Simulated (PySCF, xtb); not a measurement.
HN, SMILES [NH], multiplicity 3.

Harmonic wavenumbers (cm⁻¹) from GFN2-xTB run with xtb at its own minimum, in rising order: 3283.

What does PBE0-D3(BJ)/def2-TZVPD run with PySCF give at its own minimum? (An estimate is asked for; the answer gives what the named calculation found.)

3305. Paired by order, the mean absolute difference is 22 cm⁻¹ and the zero-point energies are 4.7 and 4.7 kcal/mol.
